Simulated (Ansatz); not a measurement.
Bulk modulus B0 (GPa) along a series of related solids, from LDA (PAW; Ansatz, a first-principles code); Hartree–Fock (Ansatz, PAW).

```json
[
 {"solid": "zinc-blende BP", "LDA": "176", "Hartree–Fock": "175", "measured": "176 (168–176)"},
 {"solid": "zinc-blende AlP", "LDA": "90.0", "Hartree–Fock": "95.0", "measured": "–"},
 {"solid": "zinc-blende GaP", "LDA": "90.0", "Hartree–Fock": "93.5", "measured": "89.6"},
 {"solid": "zinc-blende InP", "LDA": "71.2", "Hartree–Fock": "75.1", "measured": "72"}
]
```

Hartree–Fock less measured, from the printed values: zinc-blende BP -0.6 %, zinc-blende GaP +4.4 %, zinc-blende InP +4.3 %.

A member of the series is missing where a level wasn't run or failed, where a doubt is noted on the run or the magnetic state, for phases of high temperature or layered ones, and where values are held back for tests.

Spin–orbit coupling is left out, also for the solids with elements from indium on (zinc-blende InP); its size isn't shown.

A dash: no measured value is used.

Each level is taken at its own relaxed cell. Ansatz's density-functional and Hartree–Fock values are scalar-relativistic unless marked +SOC, with PAW data made under PBE.

Measured values are for low temperature or corrected to a static lattice. References as tabulated in Mejia-Rodriguez and Trickey (2018), arXiv:1807.09216; Goldzak et al. (2022), arXiv:2208.04865.

Brackets give the range of the sources taken for a reference, where it is wide; it can hold other temperatures.
